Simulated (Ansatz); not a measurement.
# How far each method lies from UCCSDT(Q) for [AlH₂···H···SiH₃], doublet

Geometry: a point of a hydrogen-transfer path between rigid fragments, not a stationary point.

```yaml
atoms:
  - { symbol: Al, position_ang: [-1.7683, 0.0000, 0.0000] }
  - { symbol: H, position_ang: [-2.5612, 1.3734, 0.0000] }
  - { symbol: H, position_ang: [-2.5612, -1.3734, 0.0000] }
  - { symbol: H, position_ang: [0.0997, 0.0000, 0.0000] }
  - { symbol: Si, position_ang: [1.6527, 0.0000, 0.0000] }
  - { symbol: H, position_ang: [2.1027, -1.4163, 0.0000] }
  - { symbol: H, position_ang: [2.1027, 0.7081, -1.2265] }
  - { symbol: H, position_ang: [2.1027, 0.7081, 1.2265] }
```

Basis cc-pVDZ; Ansatz 0.2.0. Correlated methods freeze the noble-gas cores, which leaves 13 electrons in 56 orbitals. R marks a restricted (for open shells ROHF) determinant, U an unrestricted one. Active spaces: pair = (3e, 3o) about the gap; frontier = (9e, 9o) about the gap.

Full CI isn't at hand for all of this; UCCSDT(Q) serves as the reference, and is uncertain by about the last step of the cluster series. The frozen core follows each run's orbitals, which can shift R against U totals by a few meV.

For open shells CISD is restricted-active-space CI with the open shells as a complete middle space.

```
UHF ⟨S²⟩                          : 0.763
T1 diagnostic (RCCSD)             : 0.0171
largest doubles amplitude (RCCSD) : 0.037
T1 diagnostic (UCCSD)             : 0.0135
```

```json
{"level": "UHF", "E − E(RHF) (eV)": "-0.0843"}
{"level": "RMP2", "E − E(RHF) (eV)": "-5.0911"}
{"level": "UMP2", "E − E(RHF) (eV)": "-5.0831"}
{"level": "RCCSD", "E − E(RHF) (eV)": "-6.4695"}
{"level": "UCCSD", "E − E(RHF) (eV)": "-6.4710"}
{"level": "RCCSD(T)", "E − E(RHF) (eV)": "-6.5987"}
{"level": "UCCSD(T)", "E − E(RHF) (eV)": "-6.5982"}
```

Problem. Estimate how far UCCSDT(Q) in cc-pVDZ lies from RCCSD(T). The table doesn't fix it; the size of (T) and the diagnostics are the guide.

Solution. UCCSDT(Q) in cc-pVDZ lies 3.6 kJ/mol below RCCSD(T), which is 29 % of the (T) step (-12.5 kJ/mol). The diagnostics give no warning, yet the rest is a sizeable part of (T).

The other levels:

| level | E − E(UCCSDT(Q)) (kJ/mol) | share of correlation (%) | wall time |
| --- | --- | --- | --- |
| CISD | 73.5 | 88.53 | 7.5 s |
| BCCD(T) | 3.6 | 99.44 | 11 s |
| RCCSDT | 0.4 | 99.93 | – |
| UCCSDT | 0.4 | 99.94 | – |
| RCCSDT(Q) | 0.0 | 99.99 | 70 s (H100) |
| CASSCF (pair space) | 602.3 | 5.93 | – |
| NEVPT2 (pair space) | 152.6 | 76.17 | 6.5 s |
| MRCISD (pair space) | 66.9 | 89.55 | – |
| MRCISD+Q (pair space) | 5.5 | 99.13 | 11 s (H100) |
| CASSCF (frontier space) | 488.5 | 23.70 | – |
| NEVPT2 (frontier space) | 144.6 | 77.42 | 22 s (H100) |
| MRCISD (frontier space) | 46.8 | 92.69 | – |
| MRCISD+Q (frontier space) | 4.4 | 99.31 | 27 s (H100) |

The correlation energy at UCCSDT(Q), counted from RHF, is -6.636 eV. That run took 30 s on 2 threads of AMD EPYC 7R13 with a shared H100 80 GB, shared host.

Times hold each run's SCF and search for its determinant on a shared host, so for small cases they say little of a method's own cost; rows without a card ran on 1 thread of AMD EPYC 7R13.
